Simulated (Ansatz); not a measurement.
**C3H6ClF: ladder of methods at one geometry in Python**

How do the methods compare on C3H6ClF, in result and in cost? Aim: a ladder of methods at one geometry, for C3H6ClF, run from a script. SMILES: FCCCCl.

All numbers are computed with Ansatz 0.2.0 through its Python package. The levels of theory stand in the script.

## Step 1: The system

Bond lengths: F1–C2 1.334 Å, C2–C3 1.504 Å, C3–C4 1.495 Å, C4–Cl5 1.764 Å, C2–H6 1.092 Å, C2–H7 1.093 Å, C3–H8 1.089 Å, C3–H9 1.148 Å, C4–H10 1.038 Å, C4–H11 1.170 Å. Angles (14 of 18 angles, heavy atoms first): F1–C2–C3 106.3°, C2–C3–C4 116.9°, C3–C4–Cl5 113.6°, F1–C2–H6 107.3°, F1–C2–H7 112.6°, C3–C2–H6 111.9°, C3–C2–H7 111.8°, C2–C3–H8 110.5°, C2–C3–H9 107.4°, C4–C3–H8 109.3°, C4–C3–H9 109.0°, C3–C4–H10 113.2°, C3–C4–H11 106.0°, Cl5–C4–H10 110.3°.

No structure file is read: the coordinates are typed or built in the script.

## Step 2: The script

Contents of run_methods.py:

```python
# -*- coding: utf-8 -*-
"""One geometry of C3H6ClF, method by method."""

from pathlib import Path

import ansatz as az
import numpy as np


def main():
    geometry_ang = [
        ("F", (-1.6796, -0.4428, 0.9014)),
        ("C", (-0.5597, 0.2446, 1.1337)),
        ("C", (0.4826, -0.3241, 0.2113)),
        ("C", (0.2727, -0.1169, -1.2544)),
        ("Cl", (0.317, 1.5778, -1.7407)),
        ("H", (-0.2992, 0.0964, 2.1834)),
        ("H", (-0.6882, 1.3203, 0.9865)),
        ("H", (0.6258, -1.3862, 0.4073)),
        ("H", (1.4925, 0.1314, 0.5127)),
        ("H", (0.9184, -0.6774, -1.8426)),
        ("H", (-0.8169, -0.4803, -1.478)),
    ]
    geometry = az.Crystal.molecule()
    for symbol, xyz in geometry_ang:
        geometry = geometry.atom(symbol, xyz)

    calculation = geometry.calculation().basis(gaussian="cc-pVDZ")

    print("functional    E (Ha)        dipole (D)   HOMO (eV)  LUMO (eV)")
    for name in ["lda", "lc_wpbe", "hse06", "blyp"]:
        summary = calculation.functional(name).forces().orbitals().run(threads=1, runs_dir="runs").report
        lines = Path(summary["orbitals_path"]).read_text().splitlines()
        field_of = lambda key: [line.split("=")[1].strip() for line in lines if line.startswith(key)]
        orbitals = [(27.211386 * float(e), s, float(n)) for e, s, n in zip(field_of("Ene="), field_of("Spin="), field_of("Occup="))]
        homo = max(e for e, _, n in orbitals if n > 0.5)
        lumo = min(e for e, _, n in orbitals if n < 0.5)
        dipole = 4.803205 * np.linalg.norm(summary["charge_distribution"]["dipole_moment_e_ang"])
        print(f"{name:10s} {summary['free_energy_ev'] / 27.211386246:14.6f} {dipole:9.3f} {homo:11.3f} {lumo:10.3f}")


if __name__ == "__main__":
    main()
```

## Step 3: The input behind the calls

The package turns the script's settings into the engine's input (first run):

```yaml
crystal:
  periodic: [false, false, false]
  atoms:
    - { symbol: F, position_ang: [-1.6796, -0.4428, 0.9014] }
    - { symbol: C, position_ang: [-0.5597, 0.2446, 1.1337] }
    - { symbol: C, position_ang: [0.4826, -0.3241, 0.2113] }
    - { symbol: C, position_ang: [0.2727, -0.1169, -1.2544] }
    - { symbol: Cl, position_ang: [0.317, 1.5778, -1.7407] }
    - { symbol: H, position_ang: [-0.2992, 0.0964, 2.1834] }
    - { symbol: H, position_ang: [-0.6882, 1.3203, 0.9865] }
    - { symbol: H, position_ang: [0.6258, -1.3862, 0.4073] }
    - { symbol: H, position_ang: [1.4925, 0.1314, 0.5127] }
    - { symbol: H, position_ang: [0.9184, -0.6774, -1.8426] }
    - { symbol: H, position_ang: [-0.8169, -0.4803, -1.478] }
basis:
  gaussian:
    orbitals: cc-pVDZ
hamiltonian:
  xc: lda
output:
  orbitals: {}
  forces: true
```

## Step 4: Launch

Started as:

```sh
python run_methods.py
```

The program printed:

```text
functional    E (Ha)        dipole (D)   HOMO (eV)  LUMO (eV)
lda           -674.717142     1.757      -6.816      0.088
lc_wpbe       -677.719255     1.885     -11.053      3.861
hse06         -677.564590     1.841      -7.816      0.975
blyp          -677.871971     1.672      -6.588      0.398
```

It took 16 s on 1 thread of Arm Neoverse V2, shared host; peak memory 0.29 GiB.

## Step 5: What changed from run to run

The engine's inputs for the other runs:

Run 2, against run 1:

```diff
@@ -19 +19 @@
-  xc: lda
+  xc: lc_wpbe
```

Run 3, against run 1:

```diff
@@ -19 +19 @@
-  xc: lda
+  xc: hse06
```

Run 4, against run 1:

```diff
@@ -19 +19 @@
-  xc: lda
+  xc: blyp
```

Lines on the test bed's own set-up are left out of the output.

A comment line of the script is reworded here; the code is as run.

## Step 6: The runs side by side

From the records of these 4 runs:

```
run  functional  energy (eV)  SCF cycles  CPU time (s)
  1         lda  -18359.9887          19           2.3
  2     lc_wpbe  -18441.6804          16           4.4
  3       hse06  -18437.4718          17           5.5
  4        blyp  -18445.8360          19           3.8
```

Totals hang on method, basis and potentials, so only like runs compare.

The fields below are those of run 1.

## Step 7: Orbitals and fields

Orbitals, density, ELF and potential are computed afterwards from the orbital file.

Frontier orbitals at LDA/cc-pVDZ, with the share of their density that lies nearest to each atom:

```
orbital  energy (eV)                     lies on
   HOMO        -6.82          Cl5 70 %; H11 11 %
   LUMO         0.09  Cl5 44 %; C4 30 %; H10 8 %
```

ELF in a plane through or near 4 of the atoms.

Ten even steps from '0' (0.00) to '9' (1.00):
```
0000000000000000000000000000
0000000000000000000000000000
0000000000000000000000000000
0000000000001232000000000000
0000000000004788310000000000
0000013310007999510000000000
0000269983016999400124200000
0000499998335667312799850000
0000379998776325656999981000
0000026893139669636999981000
0000001562527678344999960000
0000001246553225412554310000
0000234566541014887310000000
0000357787652004887310000000
0000357888863001676310000000
0000245777763100243100000000
0000013455541000000000000000
0000000112110000000000000000
0000000000000000000000000000
0000000000000000000000000000
```
The map spans 9.5 Å across and 8.2 Å up, centred on the molecule. Atoms in the plane (x, y in Å): C2 (1.3, -0.3), C3 (0.0, 0.6), C4 (-1.3, 0.0), H10 (-2.1, 0.6).

On the surface of density 0.002 e/bohr³ the electrostatic potential runs, from the 1st to the 99th percentile, from -0.74 V near F1 to 1.02 V near H8.

## Step 8: Summary of results

```
                                     quantity    value
                                runs compared        4
HOMO-LUMO gap of the mean field (LDA/cc-pVDZ)  6.90 eV
```

All 4 runs converged (16 to 19 cycles). What to keep in mind:
- The geometry is a force-field or estimated start, not a minimum of this method, and the basis set is short of its limit. A lower total doesn't mark the better method: functionals have no common bound, and MP2 and coupled cluster aren't variational.
- Levels such as HOMO and LUMO are orbital energies: with these approximate functionals they aren't the ionisation energy and electron affinity, and their gap isn't the fundamental gap.
- For Al to Cl the sets with a tight d function, cc-pV(X+d)Z, are usual.
- hse06 follows the composition of plane-wave codes, whose totals differ by tens of mHa, up to about 0.1 Ha, from the form usual in Gaussian-basis programs (wpbeh).
